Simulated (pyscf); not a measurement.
# Addition across a multiple bond or ene-type step: `[PH]=[PH]` + `[OH2]` → `[OH][PH][PH2]`

Gas phase, singlet surface, charge 0. Bonds broken: O5–H6. Bonds formed: P1–O5, P2–H6. PySCF, gas phase, ωB97X-D3(BJ)/def2-SVP geometries. MP2 and CC: frozen core, UHF for open shells. ΔMP2 is the change of the MP2 total energy from the triple- to the quadruple-zeta basis.

Transition state (Å):

```xyz
7

P     -0.6980     0.8022     0.1093
P      0.9369    -0.1288    -0.9153
H     -0.0077     1.1132     1.3121
H      0.1856    -0.2365    -2.1265
O     -1.1082    -0.9104     0.7780
H     -0.1762    -1.2084     0.1066
H     -1.9304    -1.2500     0.3835
```

One imaginary mode, 1442i cm⁻¹; descent along it reached the two sides named.

```
bond   change  reactant side (Å)  saddle  product side
-----  ------  -----------------  ------  ------------
O5–H6  breaks              0.966   1.187           2.8
P1–O5   forms                2.8   1.884         1.674
P2–H6   forms                3.5   1.857         1.423
```

Electronic energies relative to the separated reactants (kJ/mol):

```tsv
level	barrier	reaction energy	reverse barrier
ωB97X-D3(BJ)/def2-TZVP	77.3	-115.7	193.0
PBE/def2-TZVP	59.6	-92.7	152.3
r²SCAN/def2-TZVP	67.4	-103.3	170.7
B3LYP-D3(BJ)/def2-TZVP	83.3	-96.9	180.2
PBE0-D3(BJ)/def2-TZVP	67.0	-106.1	173.1
M06-2X/def2-TZVP	82.1	-99.4	181.5
ωB97M-D3(BJ)/def2-TZVP	81.2	-101.6	182.9
HF/def2-TZVP	149.7	-101.6	251.2
MP2/def2-QZVPP	92.0	-81.8	173.9
CCSD/def2-TZVPP	113.9	-82.5	196.5
CCSD(T)/def2-TZVPP	104.7	-77.5	182.2
CCSD(T)/def2-TZVPP + ΔMP2(QZVPP)	104.3	-77.7	182.0
```

With CCSD(T)/def2-TZVPP + ΔMP2(QZVPP) energies and thermal terms (ideal gas, 1 atm, RRHO with modes under 100 cm⁻¹ raised to 100, one conformer, R ln 2 for rigid chiral ones), in kJ/mol:

| T (K) | ΔH‡ | ΔG‡ | ΔH | ΔG |
|---|---|---|---|---|
| 298 | 96.6 | 139.8 | -75.5 | -36.4 |
| 600 | 96.9 | 183.7 | -73.4 | +2.6 |
| 900 | 99.8 | 226.5 | -69.1 | +39.7 |
| 1200 | 103.4 | 268.2 | -63.9 | +75.2 |

One saddle was located; it need not be the lowest between these sides. The CCSD(T) − MP2 part came from Ansatz, without density fitting, on the same reference.
